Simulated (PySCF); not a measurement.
Basis-set dependence of excited states

Beryllium dihydride, BeH2.
Z-matrix (Å and degrees, PBE0-D3(BJ)/def2-SVP geometry), rows numbered from 1:
```
Be
H   1  1.3391
H   1  1.3397  2  179.99
```

TDDFT with PBE0 (PySCF), vertical singlets, core orbitals frozen in the response, spherical d and f functions. Isolated species at its PBE0-D3(BJ)/def2-SVP geometry, gas phase.

Compare 6-31G*, def2-SVP, 6-31+G*, def2-SVPD, def2-TZVP, def2-TZVPD, aug-cc-pVDZ and aug-cc-pVTZ for this molecule.

```csv
basis,functions,diffuse,S1 (eV),S2 (eV),S3 (eV),S4 (eV),S5 (eV),LUMO (eV),α (au)
6-31G*,18,no,6.42,6.42,8.21,8.21,10.94,-0.44,15.6
def2-SVP,19,no,6.25,6.25,7.97,7.97,9.72,-0.79,16.7
6-31+G*,22,yes,6.29,6.29,7.96,7.96,8.39,-0.79,16.7
def2-SVPD,28,yes,6.23,6.23,7.82,7.82,9.17,-0.90,20.6
def2-TZVP,31,no,6.30,6.30,7.99,7.99,8.80,-0.75,18.8
def2-TZVPD,40,yes,5.12,6.27,6.27,7.90,7.90,-0.86,20.9
aug-cc-pVDZ,41,yes,6.25,6.25,7.90,7.90,8.28,-0.84,20.9
aug-cc-pVTZ,92,yes,6.27,6.27,7.87,7.87,8.25,-0.85,20.9
```

States are compared by their number. Against the largest diffuse basis here (aug-cc-pVTZ, itself not a converged limit), sets without diffuse functions differ by up to 0.15 eV in S1 and 2.70 eV in S5; the smaller diffuse sets differ by up to 1.15 and 0.93 eV. State by state, the largest deviation of a set without diffuse functions is S1 0.15, S2 0.15, S3 0.34, S4 0.34, S5 2.70 eV. The same number needn't mean the same state in each row. Against aug-cc-pVTZ the polarisability deviates by -26% in 6-31G*, -20% in def2-SVP, -20% in 6-31+G*, -2% in def2-SVPD, -10% in def2-TZVP, 0% in def2-TZVPD, 0% in aug-cc-pVDZ. A single + in a Pople set puts diffuse functions on heavy atoms only.
